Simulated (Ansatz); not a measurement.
The cation of C$_{2}$HF$_{2}$N (`N#CC(F)F`) at the neutral geometry.

```yaml
crystal:
  periodic: [false, false, false]
  atoms:
    - {symbol: N, position_ang: [1.135711, -1.740371, 0.608411]}
    - {symbol: C, position_ang: [0.534985, -0.821815, 0.275057]}
    - {symbol: C, position_ang: [-0.236662, 0.381029, -0.091222]}
    - {symbol: F, position_ang: [-1.420481, 0.016319, -0.614350]}
    - {symbol: F, position_ang: [0.441620, 1.090258, -1.010479]}
    - {symbol: H, position_ang: [-0.412974, 1.010480, 0.786481]}
basis:
  gaussian: {orbitals: def2-TZVPP}
total_charge: 1
magnetization: {spin_polarized: true, initial_magnetization: 1}
correlation: {method: ccsd_t}
scf: {omitted_lower_state_checks: [cluster_reference]}
```

```sh
$ ansatz run in.yaml --threads 4 --pin off --events-out ev --progress --plain --max-ram 10444MiB
```

Shortened log:

```
Functional definition: HF
1088 factors; integrals over basis functions are off by at most 8.5e-4 eV
mean field evaluation 1: about -8954.2813 eV, gradient 3.7e1 eV
mean field evaluation 2: about -8954.2918 eV, gradient 3.7e1 eV
mean field evaluation 4: about -8959.5706 eV, gradient 5.2e0 eV
mean field evaluation 8: about -8960.6674 eV, gradient 1.3e0 eV
mean field evaluation 16: about -8960.8910 eV, gradient 5.1e-1 eV
mean field evaluation 32: about -8960.8961 eV, gradient 4.7e-2 eV
mean field evaluation 64: about -8960.4751 eV, gradient 5.3e-4 eV
mean field -8960.89893206 eV, -329.3069618379 hartree, gradient 2.5e-6 eV, S^2 0.757363; 11 other end points of the search recorded, 0 dependent functions left out
5 core orbitals not correlated: weight in the atoms' cores, before any rotation towards them, 1.000 or more for the frozen orbitals, at most 0.000 for the correlated occupied ones
reference -8960.89893206 eV, -329.3069618379 hartree; 14, 13 occupied and 150, 151 virtual orbitals, 1088 factors
second order -24.91766937 eV of doubles, -0.00000000 eV of singles
cycle   1  -24.85660730 eV  change    6.1e-2 eV  update   1.1e-1
cycle   2  -25.43162891 eV  change   -5.8e-1 eV  update   3.6e-2
cycle   3  -25.58527412 eV  change   -1.5e-1 eV  update   2.4e-2
cycle   4  -25.58795541 eV  change   -2.7e-3 eV  update   1.0e-2
cycle   5  -25.58312560 eV  change    4.8e-3 eV  update   9.2e-3
cycle   6  -25.59074908 eV  change   -7.6e-3 eV  update   6.4e-3
cycle   7  -25.59405845 eV  change   -3.3e-3 eV  update   5.0e-3
cycle   8  -25.59400092 eV  change    5.8e-5 eV  update   3.3e-3
cycle   9  -25.59543537 eV  change   -1.4e-3 eV  update   2.6e-3
cycle  10  -25.59593938 eV  change   -5.0e-4 eV  update   1.8e-3
cycle  11  -25.59562159 eV  change    3.2e-4 eV  update   1.7e-3
cycle  12  -25.59699434 eV  change   -1.4e-3 eV  update   1.5e-3
cycle  13  -25.59673300 eV  change    2.6e-4 eV  update   1.4e-3
cycle  14  -25.59716219 eV  change   -4.3e-4 eV  update   1.4e-3
cycle  15  -25.59775083 eV  change   -5.9e-4 eV  update   1.3e-3
cycle  16  -25.59837369 eV  change   -6.2e-4 eV  update   1.3e-3
cycle  17  -25.60079157 eV  change   -2.4e-3 eV  update   1.2e-3
cycle  18  -25.60356740 eV  change   -2.8e-3 eV  update   9.7e-4
cycle  19  -25.60324506 eV  change    3.2e-4 eV  update   6.8e-4
cycle  20  -25.60420340 eV  change   -9.6e-4 eV  update   4.9e-4
cycle  21  -25.60417327 eV  change    3.0e-5 eV  update   2.5e-4
cycle  22  -25.60416141 eV  change    1.2e-5 eV  update   9.8e-5
cycle  23  -25.60412056 eV  change    4.1e-5 eV  update   4.3e-5
cycle  24  -25.60412478 eV  change   -4.2e-6 eV  update   3.1e-5
perturbative correction -0.96624355 eV, -0.0355087954 hartree
Total energy: -8987.46930039 eV, -330.2834048640 hartree
Checks for a lower state left out: cluster_reference
```

Hardware: 4 threads of an Intel Xeon Platinum 8488C on a shared host. Wall time 92 s, peak host memory 4.1 GiB.
